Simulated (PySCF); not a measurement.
A family of related molecules: H3E-E'H3. Gas-phase values, no solvent. Strings in code marks are SMILES. In the def2 sets, heavy atoms carry core potentials. All members: neutral, multiplicity 1. Level: B3LYP-D3(BJ)/def2-TZVP (PySCF). B3LYP has the VWN-RPA correlation part, as in Gaussian. Delta-SCF ions had no search for a lower state.  The removal energy is E(N − 1 electrons) − E(N electrons) at the parent's geometry; ε(HOMO) is measured against the vacuum level.

```
species          −ε(HOMO) (eV)  vertical ionisation energy (Delta-SCF) (eV)
---------------  -------------  -------------------------------------------
`[NH3+][AlH3-]`           7.24                                         9.85
`[SnH3][SnH3]`            7.52                                         9.62
`[GeH3][SnH3]`            7.72                                         9.91
`[SiH3][SiH3]`            8.17                                        10.52
`[CH3][GeH3]`             8.66                                        11.19
`C[SiH3]`                 8.98                                     withheld
```

Q: Fit vertical ionisation energy (Delta-SCF) = a + b·x to the 5 complete rows by least squares, with x = −ε(HOMO) in eV. Give a, b and the rms residual, and predict the withheld value.

A: Means of the 5 rows: x̄ = 7.862, ȳ = 10.218 eV. Σ(x − x̄)² = 1.2557 and Σ(x − x̄)(y − ȳ) = 1.3458, so b = 1.072 and a = ȳ − b·x̄ = 1.790 eV. The rms residual is 0.190 eV. At x = 8.98 the line gives 11.42 eV, outside the range of the fitted rows. The run for `C[SiH3]` gave 11.58 eV, so the line is off by 0.16 eV, within twice the rms residual.

Codes: PySCF.
